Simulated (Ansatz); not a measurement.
# AlSiH3 (triplet): from Hartree-Fock to the top rungs at distance Al1–H4 along a hydrogen transfer = 2.064 Å, cc-pVTZ

An exercise on one series of results from a longer session: the logs are not shown, and one member is left open.

Computed with Ansatz 0.2.0, Gaussian basis. Level: cc-pVTZ, core rule «outside noble gas», up to 10 orbitals frozen.

Plan: UHF; CCSD(T) on ROHF; CCSD(T) on UHF; BCCD(T) on ROHF; CISD; CCSDT(Q) on ROHF; CCSDT(Q) on UHF; CASSCF and NEVPT2, 4 electrons in 4 orbitals.

5 further runs of the same task are left out: 5 for a known fault of the program.

### What is computed

The geometry derives from fragments relaxed apart (PBE0/def2-TZVP) and kept rigid, so it is no stationary point. A hydrogen atom is moved between rigid fragments.

5 atoms, charge 0, spin multiplicity 3.

Atoms are counted from 1 here; the program's logs count them from 0.

Bond lengths: Al1–H2 1.586 Å, Al1–H3 1.586 Å, H4–Si5 1.440 Å. Angles: H2–Al1–H3 120.0°.

As a file:

```csv
atom,x (Å),y (Å),z (Å)
Al1,-1.7024,0.0000,0.0000
H2,-2.4953,1.3734,0.0000
H3,-2.4953,-1.3734,0.0000
H4,0.3616,0.0000,0.0000
Si5,1.8016,0.0000,0.0000
```

The first run:

File in.yaml:

```yaml
crystal:
  periodic: [false, false, false]
  atoms:
    - {symbol: Al, position_ang: [-1.702394, 0.000000, 0.000000]}
    - {symbol: H, position_ang: [-2.495318, 1.373384, 0.000000]}
    - {symbol: H, position_ang: [-2.495318, -1.373384, 0.000000]}
    - {symbol: H, position_ang: [0.361606, 0.000000, 0.000000]}
    - {symbol: Si, position_ang: [1.801606, 0.000000, 0.000000]}
basis:
  gaussian: {orbitals: cc-pVTZ}
magnetization: {spin_polarized: true, initial_magnetization: 2}
hamiltonian: {xc: hf}
output: {orbitals: {seedname: orbitals}}
```

Command:

```
> ansatz run in.yaml --threads 1 --pin off --events-out ev --progress --plain --max-ram 8192MiB --backend cpu
```

Steps of the session up to this table: UHF; CCSD(T) on ROHF; CCSD(T) on UHF; BCCD(T) on ROHF; CISD; CCSDT(Q) on ROHF; CCSDT(Q) on UHF; CASSCF and NEVPT2, 4 electrons in 4 orbitals.

One of the session's tables, all rows but one given; the rest of the session is left out.

| method | from UCCSDT(Q) (kcal/mol) |
| --- | --- |
| ROHF | ? |
| UHF | +137.40 |
| RMP2 | +30.58 |
| UMP2 | +31.91 |
| CISD | +17.98 |
| RCCSD | +6.78 |
| UCCSD | +6.66 |
| RCCSD(T) | +1.57 |
| UCCSD(T) | +1.59 |
| BCCD(T) | +1.60 |
| RCCSDT | +0.39 |
| UCCSDT | +0.36 |
| RCCSDT(Q) | +0.08 |
| UCCSDT(Q) | 0 |
| CASSCF pair | +131.52 |
| NEVPT2 pair | +32.92 |

**Question.** Estimate the row for ROHF.

**Answer.** from UCCSDT(Q) (kcal/mol): +141.25. In the column «from UCCSDT(Q) (kcal/mol)» it is the highest.

Limits of these values: Restricted and unrestricted rows rest on different reference determinants; where their highest levels disagree by more than a few hundredths of an eV, they describe different states and don't form one ladder.
